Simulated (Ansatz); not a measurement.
**B₂SiH (doublet): wave-function methods side by side, def2-QZVPP**

The task here is to estimate one member of a computed series from the others.

Computed with Ansatz 0.2.0, Gaussian basis. Level: def2-QZVPP, core rule «outside noble gas», up to 7 orbitals frozen.

To be run: UHF; ROHF; CCSD(T) on UHF.

## What is computed

The geometry is a PBE0/def2-TZVP stationary point (not a proven minimum) of the parent state, kept for this charge and spin.

4 atoms, charge 0, spin multiplicity 2.

Atoms are counted from 1 here; the program's logs count them from 0.

Bond lengths: B1–Si2 1.989 Å, B1–B3 1.610 Å, B1–H4 1.246 Å, Si2–B3 1.921 Å. Angles: Si2–B1–B3 63.5°, Si2–B1–H4 64.0°, B3–B1–H4 127.5°, B1–Si2–B3 48.6°, B1–B3–Si2 67.9°.

The first run:

in.yaml reads:

```yaml
crystal:
  periodic: [false, false, false]
  atoms:
    - {symbol: B, position_ang: [0.000000, -0.717740, 1.080601]}
    - {symbol: Si, position_ang: [0.000000, -0.007888, -0.777449]}
    - {symbol: B, position_ang: [0.000000, 0.884552, 0.923210]}
    - {symbol: H, position_ang: [0.000000, -1.569398, 0.170474]}
basis:
  gaussian: {orbitals: "def2-QZVPP.json"}
magnetization: {spin_polarized: true, initial_magnetization: 1}
hamiltonian: {xc: hf}
output: {orbitals: {seedname: orbitals}}
```

Command:

```
$ ansatz run in.yaml --threads 1 --pin off --events-out ev --progress --plain --max-ram 2393MiB
```

Among the steps run: UHF; ROHF; CCSD(T) on UHF.

One table of the session follows, with a row left open; its other results are not shown here.

It belongs to the step «Misses and costs». 

| method | from UCCSD(T) (meV) |
| --- | --- |
| ROHF | +9542.8 |
| UHF | +8787.7 |
| UMP2 | ? |
| UCCSD | +622.3 |
| UCCSD(T) | 0 |

**Question.** Estimate the row for UMP2.

**Answer.** from UCCSD(T) (meV): +1558.4. In the column «from UCCSD(T) (meV)» it lies between UCCSD (+622.3) and UHF (+8787.7).

Caveats from the session: The determinant is far from a pure spin state, so its energy mixes those of several spin states (harmless only where they are near-degenerate, as at dissociation).
